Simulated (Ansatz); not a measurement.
Worked example: correlation energy of HB–BH, singlet

Geometry: a point of a stretch scan, not a stationary point.

```yaml
atoms:
  - { symbol: B, position_ang: [0.0000, 0.0000, 0.6195] }
  - { symbol: B, position_ang: [0.0000, 0.0000, -0.6195] }
  - { symbol: H, position_ang: [0.0000, 0.0000, 1.7952] }
  - { symbol: H, position_ang: [0.0000, 0.0000, -1.7952] }
```

Basis 6-31G; Ansatz 0.2.0. Correlated methods freeze the noble-gas cores, which leaves 8 electrons in 20 orbitals. R marks a restricted (for open shells ROHF) determinant.

Full CI is exact within this basis and frozen core; it isn't the basis-set limit.

The determinant fills πx and πy unequally, so it is a mixture of Σ and Δ, which weighs on every level built on one determinant.

RHF is unstable: UHF (⟨S²⟩ = 1.00) lies 0.99 eV below the lowest RHF solution. Higher spins weren't run at this geometry and may lie near or lower.

RCCSD has a T1 diagnostic of 0.007 and a largest doubles amplitude of 0.19.

Runs differ by some tens of microhartree through their thresholds, so steps under 0.03 kcal/mol mean nothing.

| level | total energy (hartree) |
| --- | --- |
| RHF | -50.265167 |
| RMP2 | -50.348268 |
| RCCSD | -50.374828 |
| RCCSD(T) | -50.377658 |
| RCCSDT* | -50.381743 |
| RCCSDT(Q)* | -50.382736 |
| RCCSDTQ* | -50.382520 |
| full CI | -50.382545 |

Q: What is the correlation energy at full CI, and what share of it do RMP2 and RCCSDT recover?

A: E(corr) = -50.382545 − (-50.265167) = -0.117378 hartree = -3.194 eV. RMP2: -0.083101 / -0.117378 = 70.80 %. RCCSDT: -0.116576 / -0.117378 = 99.32 %.

Q: By how many kcal/mol does RCCSD(T) miss full CI (1 hartree = 627.509 kcal/mol), and which steps make up the rest?

A: -50.377658 − (-50.382545) = 0.004887 hartree = 3.07 kcal/mol. Steps: RCCSDT − RCCSD(T) = -2.56, RCCSDT(Q) − RCCSDT = -0.62, RCCSDTQ − RCCSDT(Q) = 0.14, full CI − RCCSDTQ = -0.02 kcal/mol. With more than one leading determinant such errors change with state and geometry, and needn't cancel in differences.

An asterisk marks runs whose energy the program itself flagged as in doubt.
